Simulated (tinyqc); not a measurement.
Inside a calculation. Method: UKS/exchange-only LDA in the sto-3g basis, for BH2, spin multiplicity 2. One step of it, computed by the program tinyqc.

Question. Orthogonalisation. S = U s U^T; canonical form X = U s^(-1/2), so that X^T S X = 1. Each column of U has its largest component positive (the first on a tie).

overlap S, lower triangle:
```
           1B 1s     1B 2s    1B 2px     1B 2py    1B 2pz     2H 1s     3H 1s
1B 1s   1.000000
1B 2s   0.269328  1.000000
1B 2px  0.000000  0.000000  1.000000
1B 2py  0.000000  0.000000  0.000000   1.000000
1B 2pz  0.000000  0.000000  0.000000   0.000000  1.000000
2H 1s   0.031421  0.319457  0.000000   0.345850  0.116321  1.000000
3H 1s   0.031421  0.319457  0.000000  -0.345850  0.116321  0.022974  1.000000
```

Give: eigenvalues of S; X.

Answer.

eigenvalues of S: 0.4815  0.4993  0.9012  1.0000  1.0668  1.4778  1.5734

X:
```
              1        2        3       4        5        6       7
1B 1s   -0.4461   0.0000   0.7171  0.0000  -0.5395   0.0000  0.2878
1B 2s    1.0052   0.0000  -0.1997  0.0000  -0.1825   0.0000  0.5300
1B 2px   0.0000   0.0000   0.0000  1.0000   0.0000   0.0000  0.0000
1B 2py   0.0000   0.9889   0.0000  0.0000   0.0000   0.5885  0.0000
1B 2pz   0.2816   0.0000   0.6390  0.0000   0.7254   0.0000  0.1438
2H 1s   -0.6277  -0.7159  -0.2714  0.0000   0.2083   0.4065  0.3544
3H 1s   -0.6277   0.7159  -0.2714  0.0000   0.2083  -0.4065  0.3544
```
